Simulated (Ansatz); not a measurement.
# H2S (triplet): the correlation ladder at distance H1–H2 along a hydrogen transfer = 1.190 Å, cc-pVTZ

How much of the correlation energy of H2S (triplet) does each wave-function method recover here?

Program: Ansatz 0.2.0, Gaussian basis. Level of theory: cc-pVTZ, core rule «outside noble gas», up to 5 orbitals frozen. These are calculated values, not measurements.

To be run: UHF; CCSD(T) on ROHF; CCSD(T) on UHF; BCCD(T) on ROHF; CISD; CCSDT(Q) on ROHF; CCSDT(Q) on UHF; CASSCF and NEVPT2, 4 electrons in 4 orbitals; CASSCF and MRCISD+Q, 8 electrons in 6 orbitals; CASSCF and NEVPT2, 8 electrons in 6 orbitals.

8 further runs of the same task are left out: 1 for a mislabelled method, 6 that didn't finish, 1 set aside as unsound or not needed.

## Step 1: The system

The geometry derives from fragments relaxed apart (PBE0/def2-TZVP) and kept rigid, so it is no stationary point. A hydrogen atom is moved between rigid fragments.

3 atoms, charge 0, spin multiplicity 3.

Atoms are counted from 1 here; the program's logs count them from 0.

Bond lengths: H2–S3 1.558 Å.

## Step 2: UHF

in.yaml reads:

```yaml
crystal:
  periodic: [false, false, false]
  atoms:
    - {symbol: H, position_ang: [0.000000, 0.000000, -1.312667]}
    - {symbol: H, position_ang: [0.000000, 0.000000, -0.122667]}
    - {symbol: S, position_ang: [0.000000, 0.000000, 1.435333]}
basis:
  gaussian: {orbitals: cc-pVTZ}
magnetization: {spin_polarized: true, initial_magnetization: 2}
hamiltonian: {xc: hf}
output: {orbitals: {seedname: orbitals}}
```

Run with:

```console
ansatz run in.yaml --threads 1 --pin off --events-out ev --progress --plain --max-ram 2393MiB
```

After this run come: CCSD(T) on ROHF; CCSD(T) on UHF; BCCD(T) on ROHF; CISD; CCSDT(Q) on ROHF; CCSDT(Q) on UHF; CASSCF and NEVPT2, 4 electrons in 4 orbitals; CASSCF and MRCISD+Q, 8 electrons in 6 orbitals; CASSCF and NEVPT2, 8 electrons in 6 orbitals.

Q: Predict the results of all the runs planned. Wanted: UCCSDT(Q) below the RHF energy; RMP2 from UCCSDT(Q); UMP2 from UCCSDT(Q); RCCSD from UCCSDT(Q); RCCSD(T) from UCCSDT(Q); UCCSD(T) from UCCSDT(Q); RCCSDT(Q) from UCCSDT(Q); NEVPT2 pair from UCCSDT(Q); NEVPT2 valence from UCCSDT(Q).

**Answer**, as computed:

| quantity | value |
| --- | --- |
| UCCSDT(Q) below the RHF energy | -5.7400 eV |
| RMP2 from UCCSDT(Q) | +23.55 kcal/mol |
| UMP2 from UCCSDT(Q) | +23.99 kcal/mol |
| RCCSD from UCCSDT(Q) | +5.65 kcal/mol |
| RCCSD(T) from UCCSDT(Q) | +0.82 kcal/mol |
| UCCSD(T) from UCCSDT(Q) | +0.83 kcal/mol |
| RCCSDT(Q) from UCCSDT(Q) | +0.02 kcal/mol |
| NEVPT2 pair from UCCSDT(Q) | +20.16 kcal/mol |
| NEVPT2 valence from UCCSDT(Q) | +26.49 kcal/mol |
| MRCISD+Q valence from UCCSDT(Q) | +1.25 kcal/mol |
| levels within 1 kcal/mol (43 meV) | RCCSD(T), UCCSD(T), BCCD(T), RCCSDT, UCCSDT, RCCSDT(Q) |
| T1 diagnostic | 0.040 |
| effectively unpaired electrons | 2.02 |

**Reading.** RCCSD(T) lands +0.82 kcal/mol from the yardstick (0.6 % of the correlation energy). One determinant dominates. Of the multireference levels listed MRCISD+Q valence comes nearest in total energy (+1.25 kcal/mol), which doesn't show that its space is the better one. These misses are within one basis, not against nature; the frozen cores of restricted and unrestricted runs differ, which can shift their rows.
